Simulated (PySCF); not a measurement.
**SiPH4 (SMILES [SiH2]P) at ROCCSD(T)/STO-6G**

Aim: the vertical doublet–quartet gap of SiPH4 at ROCCSD(T)/STO-6G, from 2 runs. Input form: a Python script.

The results are computed with PySCF 2.14.0.

10 further runs of the same task are left out: 1 that didn't finish, 9 set aside as unsound or not needed.

## 1. Starting point

SiPH4 has 6 atoms, charge 0, and is taken as a doublet. As SMILES, `[SiH2]P`. The shape is that of a GFN2-xTB optimisation. This is one conformer, not always the lowest.

Bond lengths: Si1–P2 2.220 Å, Si1–H3 1.467 Å, Si1–H4 1.466 Å, P2–H5 1.384 Å, P2–H6 1.384 Å. Angles: Si1–P2–H5 96.4°, Si1–P2–H6 96.4°, P2–Si1–H3 109.7°, P2–Si1–H4 109.7°, H5–P2–H6 92.6°, H3–Si1–H4 109.1°.

## 2. A single-point energy at ROCCSD(T)/STO-6G

The input, mol.xyz:

```xyz
6

Si     0.127020    -0.986120    -0.104660
P     -0.338670     1.170000     0.142220
H     -0.300620    -1.724700     1.087920
H     -0.579260    -1.514310    -1.276300
H      0.434680     1.617150    -0.915300
H      0.656850     1.437980     1.066130
```

The input, run.py:

```python
# [SiH2]P
from pyscf import gto, cc

mol = gto.M(
    atom='mol.xyz',
    spin=1,
    basis='sto-6g',
    max_memory=1860,
    charge=0,
    verbose=4,
)

myscf = mol.ROHF()
myscf.conv_tol = 1e-10
myscf.kernel()
if not myscf.converged:
    myscf = myscf.newton().run(myscf.mo_coeff, myscf.mo_occ)

mycc = cc.CCSD(myscf, frozen=10)
mycc.kernel()
e_t = mycc.ccsd_t()
etot = mycc.e_tot + e_t
print('E = %.10f Eh' % etot)
```

Launch:

```console
$ OMP_NUM_THREADS=1 python run.py
```

What it wrote:

```text
PySCF version 2.14.0

[INPUT] num. atoms = 6
[INPUT] num. electrons = 33
[INPUT] charge = 0
[INPUT] spin (= nelec alpha-beta = 2S) = 1
[INPUT] symmetry False subgroup None
[INPUT] Mole.unit = angstrom
[INPUT] Symbol           X                Y                Z      unit          X                Y                Z       unit  Magmom
[INPUT]  1 Si     0.127020000000  -0.986120000000  -0.104660000000 AA    0.240033012342  -1.863496725956  -0.197778736197 Bohr   0.0
[INPUT]  2 P     -0.338670000000   1.170000000000   0.142220000000 AA   -0.639993546606   2.210979565741   0.268756849436 Bohr   0.0
[INPUT]  3 H     -0.300620000000  -1.724700000000   1.087920000000 AA   -0.568089467567  -3.259210647037   2.055870845437 Bohr   0.0
[INPUT]  4 H     -0.579260000000  -1.514310000000  -1.276300000000 AA   -1.094642754916  -2.861631167690  -2.411857452782 Bohr   0.0
[INPUT]  5 H      0.434680000000   1.617150000000  -0.915300000000 AA    0.821426151826   3.055970602340  -1.729666321814 Bohr   0.0
[INPUT]  6 H      0.656850000000   1.437980000000   1.066130000000 AA    1.241266604921   2.717388372602   2.014693713183 Bohr   0.0

nuclear repulsion = 83.3229545422204
number of shells = 14
number of NR pGTOs = 132
number of NR cGTOs = 22
basis = sto-6g
ecp = {}

******** <class 'pyscf.scf.rohf.ROHF'> ********
method = ROHF
initial guess = minao
damping factor = 0
level_shift factor = 0
DIIS = <class 'pyscf.scf.diis.CDIIS'>
diis_start_cycle = 1
diis_space = 8
diis_damp = 0
SCF conv_tol = 1e-10
SCF conv_tol_grad = None
SCF max_cycles = 50
direct_scf = True
direct_scf_tol = 1e-13
num. doubly occ = 16  num. singly occ = 1
Set gradient conv threshold to 1e-05
init E= -629.229827515057
  HOMO = -0.0393379467593803  LUMO = 0.311052234946469  gap/eV = 9.53460
cycle= 1 E= -629.691746475151  delta_E= -0.462  |g|= 0.136  |ddm|= 1.94
  HOMO = 0.00656479819972877  LUMO = 0.449367044440005  gap/eV = 12.04926
cycle= 2 E= -629.70935561913  delta_E= -0.0176  |g|= 0.0302  |ddm|= 0.318
  HOMO = -0.00422119883216643  LUMO = 0.437241318891058  gap/eV = 12.01281
cycle= 3 E= -629.710907559751  delta_E= -0.00155  |g|= 0.00938  |ddm|= 0.116
  HOMO = -0.00849542726293062  LUMO = 0.438359317468546  gap/eV = 12.15954
cycle= 4 E= -629.710988585118  delta_E= -8.1e-05  |g|= 0.00201  |ddm|= 0.0247
  HOMO = -0.00703948336752303  LUMO = 0.438604749818344  gap/eV = 12.12660
cycle= 5 E= -629.710991689142  delta_E= -3.1e-06  |g|= 0.000459  |ddm|= 0.005
  HOMO = -0.00720722283611219  LUMO = 0.438559609209019  gap/eV = 12.12993
cycle= 6 E= -629.710991882774  delta_E= -1.94e-07  |g|= 8.31e-05  |ddm|= 0.00137
  HOMO = -0.00721853388565863  LUMO = 0.438572803647373  gap/eV = 12.13060
cycle= 7 E= -629.710991889773  delta_E= -7e-09  |g|= 1.27e-05  |ddm|= 0.000272
  HOMO = -0.00722125954626429  LUMO = 0.438572821490716  gap/eV = 12.13067
cycle= 8 E= -629.710991889932  delta_E= -1.59e-10  |g|= 1.82e-06  |ddm|= 3.68e-05
  HOMO = -0.0072220979389287  LUMO = 0.438572780373813  gap/eV = 12.13070
cycle= 9 E= -629.710991889937  delta_E= -4.89e-12  |g|= 3.47e-07  |ddm|= 6e-06
  HOMO = -0.00722229815609821  LUMO = 0.438572766636849  gap/eV = 12.13070
Extra cycle  E= -629.710991889937  delta_E= 2.27e-13  |g|= 1.03e-07  |ddm|= 8.01e-07
converged SCF energy = -629.710991889937

WARN: RCCSD method does not support ROHF method. ROHF object is converted to UHF object and UCCSD method is called.

******** <class 'pyscf.cc.uccsd.UCCSD'> ********
CC2 = 0
CCSD nocc = (np.int64(7), np.int64(6)), nmo = (12, 12)
frozen orbitals 10
max_cycle = 50
direct = 0
conv_tol = 1e-07
conv_tol_normt = 1e-06
diis_space = 6
diis_start_cycle = 0
diis_start_energy_diff = 1e+09
Init t2, MP2 energy = -0.0649456377862982
Init E_corr(UCCSD) = -0.065130213756063
cycle = 1  E_corr(UCCSD) = -0.0848719329485948  dE = -0.0197417192  norm(t1,t2) = 0.064152
cycle = 2  E_corr(UCCSD) = -0.0918282028296098  dE = -0.00695626988  norm(t1,t2) = 0.0262677
cycle = 3  E_corr(UCCSD) = -0.0964339403281324  dE = -0.0046057375  norm(t1,t2) = 0.0123063
cycle = 4  E_corr(UCCSD) = -0.0963518509667106  dE = 8.20893614e-05  norm(t1,t2) = 0.00287736
cycle = 5  E_corr(UCCSD) = -0.0963652086975781  dE = -1.33577309e-05  norm(t1,t2) = 0.000825329
cycle = 6  E_corr(UCCSD) = -0.096363401740058  dE = 1.80695752e-06  norm(t1,t2) = 0.00032565
cycle = 7  E_corr(UCCSD) = -0.0963596704629217  dE = 3.73127714e-06  norm(t1,t2) = 0.00011405
cycle = 8  E_corr(UCCSD) = -0.0963610726035105  dE = -1.40214059e-06  norm(t1,t2) = 3.63084e-05
cycle = 9  E_corr(UCCSD) = -0.0963616909121393  dE = -6.18308629e-07  norm(t1,t2) = 1.77322e-05
cycle = 10  E_corr(UCCSD) = -0.0963613135928907  dE = 3.77319249e-07  norm(t1,t2) = 6.54893e-06
cycle = 11  E_corr(UCCSD) = -0.0963609763066181  dE = 3.37286273e-07  norm(t1,t2) = 2.3936e-06
cycle = 12  E_corr(UCCSD) = -0.0963609417648815  dE = 3.45417367e-08  norm(t1,t2) = 7.67403e-07
UCCSD converged
E(UCCSD) = -629.8073528317016  E_corr = -0.09636094176488146
UCCSD(T) correction = -0.000703712569220131
E = -629.8080565443 Eh
```

Wall time 1.4 s (1 thread of Arm Neoverse V1, shared host); peak memory 0.12 GiB.

## 3. The quartet, same level

The input, input.py:

```python
from pyscf import gto, cc

mol = gto.Mole()
mol.atom = [
    ('Si', (0.127020, -0.986120, -0.104660)),
    ('P', (-0.338670, 1.170000, 0.142220)),
    ('H', (-0.300620, -1.724700, 1.087920)),
    ('H', (-0.579260, -1.514310, -1.276300)),
    ('H', (0.434680, 1.617150, -0.915300)),
    ('H', (0.656850, 1.437980, 1.066130)),
]
mol.basis = 'sto-6g'
mol.verbose = 3
mol.spin = 3
mol.max_memory = 1860
mol.build()

mf = mol.ROHF()
mf.conv_tol = 1e-10
mf.kernel()
if not mf.converged:
    mf = mf.newton().run(mf.mo_coeff, mf.mo_occ)

mycc = cc.CCSD(mf, frozen=10)
mycc.kernel()
e_t = mycc.ccsd_t()
e_final = mycc.e_tot + e_t
print('E = %.10f Eh' % e_final)
```

Launch:

```console
$ OMP_NUM_THREADS=1 python input.py
```

What it wrote:

```text
converged SCF energy = -629.395733957795

WARN: RCCSD method does not support ROHF method. ROHF object is converted to UHF object and UCCSD method is called.

E(UCCSD) = -629.480173397365  E_corr = -0.08443943956976196
UCCSD(T) correction = -0.00050118622137219
E = -629.4806745836 Eh
```

Run time: 1.4 s. Hardware: 1 thread of Arm Neoverse V1, shared host; peak memory 0.12 GiB.

## 4. Outcome

Level: ROCCSD(T)/STO-6G, 10 core orbitals frozen.

| quantity | value |
| --- | --- |
| doublet: total energy | -629.80806 Eh |
| doublet: dipole moment (Hartree–Fock density) | 1.25 D |
| doublet: correlation energy (10 core orbitals frozen) | -97.1 mEh |
| doublet: (T) correction | -0.70 mEh |
| doublet: ⟨S²⟩ of the reference determinant | 0.750 |
| doublet: T1 diagnostic | 0.011 |
| quartet: total energy | -629.48067 Eh |
| quartet: dipole moment (Hartree–Fock density) | 2.95 D |
| quartet: correlation energy (10 core orbitals frozen) | -84.9 mEh |
| quartet: (T) correction | -0.50 mEh |
| quartet: ⟨S²⟩ of the reference determinant | 3.750 |
| quartet: T1 diagnostic | 0.014 |
| vertical energy of the quartet above the doublet | 8.909 eV |

What this shows: At this shape the quartet lies 8.91 eV (205 kcal/mol) above the doublet. In a minimal basis such a difference can be off by several eV, whatever the method. Mulliken charges (doublet) of the mean-field density run from -0.17 on H3 to +0.40 on Si1. The triples (doublet) make up 0.7 % of the correlation energy. The triples (quartet) make up 0.6 % of the correlation energy.
